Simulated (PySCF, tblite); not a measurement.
**C₅H₅O radical: geometry, infrared bands and EPR parameters**

Wanted: the infrared bands and EPR parameters of C₅H₅O radical (`C=C[CH]C=C=O`), by calculation.

Computed with tblite 0.8.0 and PySCF 2.14.0, with density-fitted response routines of our own, on a single molecule in the gas phase. Atoms are numbered from 0 throughout.

## (1) The molecule as given

11 atoms, charge 0, multiplicity 2; geometry from: force field or distance geometry start.

Bonds of the start (Å): C0–C1 1.32, C1–C2 1.45, C2–C3 1.43, C3–C4 1.29, C4–O5 1.17, C0–H6 1.09, C0–H7 1.08, C1–H8 1.10, C2–H9 1.09, C3–H10 1.09.

## (2) Optimising the geometry with GFN2-xTB

Job settings and geometry (Å):

```
{"job": {"kind": "relax", "xc": "GFN2-xTB", "basis": "xTB"}, "charge": 0, "multiplicity": 2}
C     -2.212100     0.094100     0.125100
C     -1.039900    -0.482200     0.322300
C      0.222800     0.233700     0.315300
C      1.523900    -0.319400     0.516900
C      2.602900     0.393500     0.498400
O      3.577000     1.046100     0.457600
H     -2.318000     1.163300    -0.074600
H     -3.128800    -0.483800     0.154800
H     -0.990300    -1.559900     0.526200
H      0.160200     1.307700     0.122200
H      1.607600    -1.390500     0.719300
```

Command:

```console
$ OMP_NUM_THREADS=1 python probes_run.py task.json out
```

The driver reads the jobs from task.json and runs them one after another.

The log of the run:

```text
step      E/eV     max force
  0    -468.07545    2.996
  1    -468.06735    5.550
  2    -468.14952    1.891
  3    -468.17816    0.952
  4    -468.18874    0.196
  5    -468.19089    0.154
  6    -468.19418    0.145
  7    -468.19515    0.128
  8    -468.19803    0.112
  9    -468.19921    0.097
 10    -468.19999    0.087
 11    -468.20066    0.089
 12    -468.20155    0.094
 13    -468.20223    0.081
 14    -468.20263    0.060
 15    -468.20290    0.058
 16    -468.20326    0.060
 17    -468.20369    0.085
 18    -468.20410    0.072
 19    -468.20447    0.062
 20    -468.20492    0.083
 21    -468.20558    0.112
 22    -468.20636    0.106
 23    -468.20698    0.067
 24    -468.20731    0.052
 25    -468.20750    0.042
 26    -468.20765    0.038
 27    -468.20775    0.024
 28    -468.20779    0.016
 29    -468.20781    0.015
 30    -468.20784    0.013
 31    -468.20785    0.010
```

Run time: 0.12 s. Hardware: 1 thread of Arm Neoverse V1, shared host.

The steps of the relaxation: (the energy doesn't fall at every step)

```
step  energy from step 0 (eV)  largest force (eV/Å)
   0                   0.0000                2.9961
   1                   0.0081                5.5502
   2                  -0.0741                1.8907
   3                  -0.1027                0.9520
   4                  -0.1133                0.1958
   5                  -0.1154                0.1545
   6                  -0.1187                0.1453
   7                  -0.1197                0.1282
   8                  -0.1226                0.1120
   9                  -0.1238                0.0968
  10                  -0.1245                0.0868
  11                  -0.1252                0.0889
  12                  -0.1261                0.0937
  13                  -0.1268                0.0806
  14                  -0.1272                0.0602
  15                  -0.1275                0.0576
  16                  -0.1278                0.0603
  17                  -0.1282                0.0847
  18                  -0.1286                0.0718
  19                  -0.1290                0.0624
  20                  -0.1295                0.0826
  21                  -0.1301                0.1116
  22                  -0.1309                0.1060
  23                  -0.1315                0.0668
  24                  -0.1319                0.0523
  25                  -0.1320                0.0421
  26                  -0.1322                0.0377
  27                  -0.1323                0.0244
  28                  -0.1323                0.0161
  29                  -0.1324                0.0151
  30                  -0.1324                0.0132
  31                  -0.1324                0.0099
```

Distances of close pairs at the start and the end, largest changes first:

```
  bond  before (Å)  after (Å)  change (Å)
 C1–C2       1.452      1.398      -0.054
 C0–C1       1.321      1.355      +0.034
 C3–C4       1.293      1.315      +0.022
 C0–H6       1.093      1.076      -0.017
 C1–H8       1.098      1.084      -0.014
 C2–H9       1.093      1.079      -0.014
 C2–C3       1.428      1.416      -0.012
C3–H10       1.093      1.082      -0.011
```

The next job starts from the end point, and lists it.

## (3) Harmonic vibrations with GFN2-xTB

Job settings and geometry (Å):

```
{"job": {"kind": "ir", "xc": "GFN2-xTB", "basis": "xTB"}, "charge": 0, "multiplicity": 2}
C     -2.222176     0.070014     0.130046
C     -0.986780    -0.450109     0.329149
C      0.194754     0.296543     0.299670
C      1.468988    -0.282520     0.511833
C      2.613218     0.365122     0.496788
O      3.630938     0.929937     0.485906
H     -2.362904     1.118842    -0.066088
H     -3.102940    -0.544698     0.161100
H     -0.894240    -1.511939     0.524122
H      0.142430     1.357375     0.107173
H      1.524136    -1.345895     0.703920
```

The log of the run:

```text
mode    cm-1     km/mol
  1     116.8      2.05
  2     120.8      0.08
  3     217.5      3.24
  4     296.0      1.60
  5     376.0     16.49
  6     453.7      0.93
  7     566.2      0.17
  8     581.8      9.96
  9     677.9      8.69
 10     768.8     34.30
 11     797.4      7.44
 12     943.0      1.80
 13     986.7     23.69
 14    1069.2     27.81
 15    1170.7      6.95
 16    1216.9      8.38
 17    1242.7      0.85
 18    1285.6      1.02
 19    1382.0      0.06
 20    1438.5      0.32
 21    1534.8      0.33
 22    2230.1   1721.69
 23    3043.8     32.41
 24    3044.3      1.77
 25    3089.8     32.03
 26    3113.1     23.32
 27    3149.2     41.88
```

Wall time 0.19 s (1 thread of Arm Neoverse V1, shared host).

Which atoms move in the most intense modes:

```
cm⁻¹  km/mol                       atoms
 769    34.3           H9 47 %, H10 17 %
 987    23.7            H8 64 %, H6 16 %
1069    27.8  H10 54 %, C3 17 %, O5 13 %
2230  1721.7            C4 69 %, O5 23 %
3044    32.4                     H8 84 %
3090    32.0                     H9 89 %
3113    23.3            H6 70 %, H7 25 %
3149    41.9            H7 68 %, H6 22 %
```

## (4) EPR parameters: B3LYP/pcH-1

Same as in step 3 but for these lines:

```diff
@@ -1,2 +1,2 @@
-{"job": {"kind": "ir", "xc": "GFN2-xTB", "basis": "xTB"}, "charge": 0, "multiplicity": 2}
+{"job": {"kind": "epr", "basis": "pcH-1"}, "charge": 0, "multiplicity": 2}
 C     -2.222176     0.070014     0.130046
```

Method: UKS B3LYP, pcH-1 on C H O, non-relativistic, mean-field spin-orbit, GIAO.

The log of the run:

```text
UKS, coarse grid
  cycle   1  E = -268.57416862  |g| = 5.40e-01
  cycle   2  E = -268.19607684  |g| = 1.14e+00
  cycle   3  E = -268.68691911  |g| = 1.68e-01
  cycle   4  E = -268.69888391  |g| = 7.68e-02
  cycle   5  E = -268.70167078  |g| = 2.14e-02
  cycle   6  E = -268.70197774  |g| = 5.74e-03
  cycle   7  E = -268.70202515  |g| = 4.72e-03
  cycle   8  E = -268.70204294  |g| = 1.80e-03
  cycle   9  E = -268.70204490  |g| = 6.98e-04
UKS, final grid
  cycle   1  E = -268.70205308  |g| = 1.04e-03
  cycle   2  E = -268.70205205  |g| = 1.75e-03
  cycle   3  E = -268.70205363  |g| = 3.00e-04
  cycle   4  E = -268.70205367  |g| = 5.55e-05
  cycle   5  E = -268.70205367  |g| = 4.54e-05
  cycle   6  E = -268.70205368  |g| = 9.30e-06
E = -268.70205368 Eh   <S^2> = 0.7764 (exact 0.7500)
g shifts (ppm)      1          2          3
  rmc          -170       -170       -170
  gc             41         -2         33
  oz_so       -2230        -35       1138
  total       -2360       -207       1001
hyperfine (MHz)  atom isotope    a_iso     a_fc   dipolar eigenvalues
    0   13C      43.87      43.87    -41.66    -39.95     81.61
    1   13C     -41.66     -41.66    -25.27     10.25     15.02
    2   13C      50.53      50.53    -45.78    -45.46     91.24
    3   13C     -29.13     -29.13     -8.18      2.03      6.15
    4   13C      12.17      12.17    -19.85    -17.77     37.62
    5   17O      -9.04      -9.04    -37.97     18.28     19.68
    6    1H     -32.20     -32.20    -17.01     -1.34     18.35
    7    1H     -34.19     -34.19    -20.40     -0.13     20.53
    8    1H      10.33      10.33     -4.29     -1.47      5.75
    9    1H     -35.05     -35.05    -17.97     -2.07     20.05
   10    1H       2.49       2.49     -3.34      1.35      1.98
```

It took 25 s on 1 thread of Arm Neoverse V1, shared host; peak memory 0.68 GiB.

Principal g values 1.99996, 2.00211, 2.00332; g(iso) = 2.00180, against 2.00232 for a free electron.

Hyperfine couplings, nucleus by nucleus at this fixed geometry (no averaging over rotations):

```
nuclei  isotope  a(iso) (MHz)  a(iso) (G, at g = 2.0023)  largest dipolar term (MHz)
    C2      13C          50.5                       18.0                        91.2
    C0      13C          43.9                       15.7                        81.6
    C1      13C         -41.7                      -14.9                       -25.3
    H9       1H         -35.1                      -12.5                        20.0
    H7       1H         -34.2                      -12.2                        20.5
    H6       1H         -32.2                      -11.5                        18.4
    C3      13C         -29.1                      -10.4                        -8.2
    C4      13C          12.2                        4.3                        37.6
    H8       1H          10.3                        3.7                         5.8
    O5      17O          -9.0                       -3.2                       -38.0
   H10       1H           2.5                        0.9                        -3.3
```

Mulliken spin populations:

```
atom  value (e)
  C0       0.55
  C1      -0.23
  C2       0.56
  C3      -0.10
  C4       0.19
  O5       0.08
  H6      -0.02
  H7      -0.03
  H8       0.01
  H9      -0.02
 H10       0.00
```

In first order the couplings over 0.8 MHz of 1H give 32 distinct lines over 40.7 G.

Orbitals, density, ELF and potential are computed afterwards from the orbital file.

ELF in a plane through or near 11 of the atoms.

Values, 10 rows by 14 columns:
```
0.00 0.00 0.00 0.00 0.00 0.00 0.00 0.00 0.00 0.00 0.00 0.00 0.00 0.00
0.00 0.00 0.00 0.00 0.00 0.00 0.00 0.00 0.01 0.00 0.00 0.00 0.00 0.00
0.00 0.00 0.00 0.00 0.10 0.92 0.15 0.22 0.95 0.07 0.00 0.00 0.00 0.00
0.00 0.00 0.00 0.01 0.16 0.99 0.50 0.54 0.99 0.10 0.17 0.21 0.00 0.00
0.00 0.00 0.21 0.35 0.55 0.44 0.54 0.52 0.39 0.43 0.98 0.97 0.02 0.00
0.00 0.03 0.68 0.76 0.27 0.70 0.78 0.74 0.68 0.30 0.92 0.86 0.02 0.00
0.00 0.03 0.83 0.78 0.57 0.10 0.80 0.83 0.07 0.94 0.69 0.03 0.00 0.00
0.00 0.00 0.28 0.50 0.14 0.00 0.97 0.97 0.03 0.99 0.95 0.01 0.00 0.00
0.00 0.00 0.00 0.01 0.00 0.00 0.26 0.19 0.00 0.24 0.09 0.00 0.00 0.00
0.00 0.00 0.00 0.00 0.00 0.00 0.00 0.00 0.00 0.00 0.00 0.00 0.00 0.00
```
The map spans 12.6 Å across and 8.1 Å up, centred on the molecule. Atoms in the plane (x, y in Å): C0 (2.2, -0.2), C1 (1.0, 0.4), C2 (-0.2, -0.3), C3 (-1.5, 0.4), C4 (-2.6, -0.2), O5 (-3.7, -0.7), H6 (2.3, -1.3), H7 (3.1, 0.3), H8 (1.0, 1.5), H9 (-0.2, -1.4), H10 (-1.4, 1.5).

On the surface of density 0.002 e/bohr³ the electrostatic potential runs, from the 1st to the 99th percentile, from -0.74 V near O5 to 1.49 V near H10.

The spin density lies nearest to C0, C2 about 26 % each; C4 12 %; C1 8 % (beta excess); O5 7 %.

## (5) What came out

```
                                 quantity                   value
strongest single infrared mode (GFN2-xTB)  2230 cm⁻¹, 1722 km/mol
             zero-point energy (GFN2-xTB)           49.9 kcal/mol
                           g(iso) (B3LYP)                 2.00180
                                     ⟨S²⟩      0.776 (exact 0.75)
                           largest a(iso)     13C on C2, 50.5 MHz
    surface potential, 1st and 99th percentile      -0.74 V and 1.49 V
```

In words: Over 31 steps the energy fell by 0.132 eV; of the close pairs, C1–C2 changed most, 1.452 to 1.398 Å. All 27 modes are real, so the xTB geometry is a minimum. The strongest single mode, at 2230 cm⁻¹, moves mainly C4. Unscaled tight-binding wavenumbers are off by several per cent, some by more. Its intensities can rank the bands wrongly. The largest spin populations lie on C2 (0.56 e), C0 (0.55 e). The isotropic g lies 0.5 ppt below the free-electron value.
